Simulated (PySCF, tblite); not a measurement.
Isomers of C6H4O2. Computed with GFN2-xTB (tblite): harmonic, unscaled wavenumbers at the GFN2-xTB geometry, gas phase. Errors from tens to a few hundred cm⁻¹ against measured bands are possible. One conformer each.

Electronic energies: PBE0/pcSseg-1 single points on the GFN2-xTB geometries (PySCF, gas phase).

```
          SMILES  electronic energy, lowest = 0 (kcal/mol)
C#CC(=O)C(=C)C=O                                      49.5
    c1cc2occc2o1                                      12.7
C=C1C(=O)C=CC1=O                                       0.0
    O=C=Cc1ccco1                                       8.0
   C#CC#CCC(=O)O                                      46.9
```

Question: How do GFN2-xTB zero-point energies change the relative energies?

Answer: 
```json
{"SMILES": "C=C1C(=O)C=CC1=O", "ZPE (kcal/mol)": "50.8", "of it from modes above 1550 cm⁻¹": "27.6", "electronic (kcal/mol)": "0.0", "with ZPE, lowest = 0 (kcal/mol)": "0.0", "lowest mode (cm⁻¹)": "72", "rings": "1"}
{"SMILES": "O=C=Cc1ccco1", "ZPE (kcal/mol)": "51.4", "of it from modes above 1550 cm⁻¹": "23.6", "electronic (kcal/mol)": "8.0", "with ZPE, lowest = 0 (kcal/mol)": "8.6", "lowest mode (cm⁻¹)": "76", "rings": "1"}
{"SMILES": "c1cc2occc2o1", "ZPE (kcal/mol)": "53.3", "of it from modes above 1550 cm⁻¹": "20.4", "electronic (kcal/mol)": "12.7", "with ZPE, lowest = 0 (kcal/mol)": "15.2", "lowest mode (cm⁻¹)": "245", "rings": "2"}
{"SMILES": "C#CC#CCC(=O)O", "ZPE (kcal/mol)": "48.8", "of it from modes above 1550 cm⁻¹": "27.4", "electronic (kcal/mol)": "46.9", "with ZPE, lowest = 0 (kcal/mol)": "44.9", "lowest mode (cm⁻¹)": "1", "rings": "0"}
{"SMILES": "C#CC(=O)C(=C)C=O", "ZPE (kcal/mol)": "48.4", "of it from modes above 1550 cm⁻¹": "28.2", "electronic (kcal/mol)": "49.5", "with ZPE, lowest = 0 (kcal/mol)": "47.1", "lowest mode (cm⁻¹)": "4", "rings": "0"}
```

The zero-point energies span 4.9 kcal/mol, from `C#CC(=O)C(=C)C=O` to `c1cc2occc2o1`. The order is unchanged.

Question: And how do the electronic energies of GFN2-xTB itself compare?

Answer: `C=C1C(=O)C=CC1=O` 34.0; `O=C=Cc1ccco1` 15.3; `c1cc2occc2o1` 0.0; `C#CC#CCC(=O)O` 64.9; `C#CC(=O)C(=C)C=O` 79.3 kcal/mol, lowest = 0. Against the energies above, taken from the same isomer `C=C1C(=O)C=CC1=O`, the largest difference is 46.7 kcal/mol.

Question: What do entropy and thermal enthalpy add at 298.15 K and 1 bar (rigid rotor, harmonic oscillator, one conformer each)?

Answer: 
```json
{"SMILES": "C=C1C(=O)C=CC1=O", "point group": "C2v", "symmetry number": "2", "S (cal/(mol K))": "80.8", "H − H(0) (kcal/mol)": "4.88", "ZPE + H − H(0) − TS (kcal/mol)": "31.6"}
{"SMILES": "O=C=Cc1ccco1", "point group": "Cs", "symmetry number": "1", "S (cal/(mol K))": "82.7", "H − H(0) (kcal/mol)": "4.87", "ZPE + H − H(0) − TS (kcal/mol)": "31.6"}
{"SMILES": "c1cc2occc2o1", "point group": "C2h", "symmetry number": "2", "S (cal/(mol K))": "73.1", "H − H(0) (kcal/mol)": "3.90", "ZPE + H − H(0) − TS (kcal/mol)": "35.4"}
```

Not tabulated: `C#CC#CCC(=O)O` (lowest mode only 1 cm⁻¹); `C#CC(=O)C(=C)C=O` (lowest mode only 4 cm⁻¹).
